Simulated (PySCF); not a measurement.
## BHF + H₂O → HB(OH) + HF

Level: PBE0 in the def2-TZVP basis family, all electrons, no relativity, computed in PySCF with density fitting; open shells unrestricted.

```
species                                                             state and structure      E (Eh)  ZPE (kJ/mol)  H(298 K) − H(0) (kJ/mol)  S° (J/(mol K))
    BHF                             doublet, Cs, B–F 1.301 Å, B–H 1.206 Å; F–B–H 121.0°  -125.17116          29.1                      10.0           228.1
    H₂O                                    singlet, C2v, O–H 0.960 Å (×2); H–O–H 105.1°   -76.37736          56.5                       9.9           188.7
 HB(OH)  doublet, Cs, B–H 1.201 Å, B–O 1.333 Å, O–H 0.961 Å; B–O–H 114.7°, H–B–O 121.0°  -101.15798          62.9                      10.4           231.5
     HF                                                       singlet, C∞v, H–F 0.920 Å  -100.39188          24.9                       8.7           173.6
```

(1) What is the electronic reaction energy?

(2) Add zero-point, thermal and entropy terms for 298.15 K and 1 bar.

## Answers

(1) At PBE0/def2-TZVP, ΔE = -3.5 kJ/mol from the differences of the total energies times 2625.5, downhill. 

(2) ΔZPE = 2.2 and Δ[H(298) − H(0)] = -0.8 kJ/mol give ΔH° = -2.1 kJ/mol. ΔS° = -11.7 J/(mol K), so ΔG° = -2.1 − 298.15 × (-0.0117) = 1 kJ/mol and log₁₀K = -0.2.

The structures come from searches over a few start shapes, so lower isomers are not excluded.
